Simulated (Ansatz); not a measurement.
**C3H4Cl2: structure from calculated spectroscopic constants**

These gas-phase data were calculated for one isomer of C3H4Cl2 at B3LYP/def2-SVP (harmonic, unscaled wavenumbers; equilibrium rotational constants with average atomic masses):

```
rotational constants            : 3.916, 2.817, 1.889 GHz
all wavenumbers above 1500 cm⁻¹ : 3236, 3229, 3134, 3132
```

Candidates:

(1) `ClC1(Cl)CC1`, a singlet
(2) `Cl[C@@H]1C[C@H]1Cl`, a singlet
(3) `Cl[C@@H]1C[C@@H]1Cl`, a singlet

Problem. Assign the data to one candidate and say why. Where the bands don't settle it, estimate the moments of inertia from typical bond lengths.

Solution. Candidate (1). The rotational constants decide: (2) would give 8.992, 1.422, 1.301 GHz; (3) would give 4.967, 2.206, 1.68 GHz.

The same quantities for all candidates:

```tsv
	rotational constants (GHz)	wavenumbers above 1500 cm⁻¹	E above the lowest, B3LYP/def2-SVP (kcal/mol)
(1)	3.916, 2.817, 1.889	3236, 3229, 3134, 3132	1.9
(2)	8.992, 1.422, 1.301	3229, 3191, 3191, 3129	0.0
(3)	4.967, 2.206, 1.68	3226, 3179, 3171, 3124	2.0
```

Programs: Ansatz 0.2.0.
